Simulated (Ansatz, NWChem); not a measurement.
**Exact exchange and the electronic atomisation energy of C3H6 (propene)**

C3H6 has 9 atoms, charge 0, and is taken as a singlet. SMILES: `C=CC`. The coordinates come from a PBE0-D4/def2-TZVP relaxation.

The electronic atomisation energy y, in eV, basis cc-pVDZ; a is the functional's share of exact exchange. Programs: Ansatz 0.2.0, NWChem 7.3.0.

```
functional  program     a  y (eV)
      TPSS   NWChem     0   37.06
    r2SCAN   Ansatz     0   36.87
     B3LYP   Ansatz   0.2   36.67
      PBE0   Ansatz  0.25       ?
   r2SCAN0   Ansatz  0.25   36.51
     BHLYP   Ansatz   0.5   35.88
```

**Question.** Fit y = c + s·a to the known rows and predict PBE0.

**Answer.** 
1. Means of the 5 rows: a = 0.1900, y = 36.598.
2. Σ(Δa)² = 0.172, Σ(Δa·Δy) = -0.3666, so the slope is -0.3666/0.172 = -2.1314.
3. Intercept: 36.598 − (-2.1314) × 0.1900 = 37.003. The largest residual of the fit is 0.13.
4. PBE0: 37.003 + (-2.1314) × 0.25 = 36.47 eV.

The run gave 36.99 eV, so the prediction is off by -0.52 eV, more than the scatter of the fit. The rows mix families of semi-local functionals, which the line can't see.
